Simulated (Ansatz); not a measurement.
How methods differ on AlSiH5 (SMILES [H][Al]([H])[SiH3])

AlSiH5: 7 atoms, total charge 0, spin state singlet. SMILES: `[H][Al]([H])[SiH3]`. Geometry: a GFN2-xTB relaxation, a rough one for these elements and not checked as a minimum.

Quantity: the electronic atomisation energy, in eV. The values are calculated. Electronic energies at fixed atoms, without zero-point motion or spin-orbit coupling.

```
         level                    kind  program  value (eV)  less CCSD(T)/STO-3G  CPU time (all runs)
     HF/STO-3G            Hartree–Fock   Ansatz       22.95                -1.81               0.23 s
   BLYP/STO-3G                     GGA   Ansatz       27.93                +3.17                2.4 s
 r2SCAN/STO-3G                meta-GGA   Ansatz       28.04                +3.28                7.1 s
  BHLYP/STO-3G           global hybrid   Ansatz       27.30                +2.54                2.3 s
  HSE06/STO-3G  range-separated hybrid   Ansatz       27.55                +2.79                3.2 s
  wB97X/STO-3G  range-separated hybrid   Ansatz       27.67                +2.91                 11 s
 B2PLYP/STO-3G           double hybrid   Ansatz       26.69                +1.93                2.8 s
RPA@PBE/STO-3G                     RPA   Ansatz       24.46                -0.30                3.8 s
    MP2/STO-3G     perturbation theory   Ansatz       24.30                -0.46               0.25 s
CCSD(T)/STO-3G   coupled cluster or CI   Ansatz       24.76                 0.00               0.42 s
```

CCSD(T)/STO-3G is the highest level here, not the true value. The values span 22.95 to 28.04 eV. All rows use very small basis sets, so even the best lies far from the true value. CPU times are rough (shared hosts, several kinds of processor): they show what a rung costs within a factor of a few.
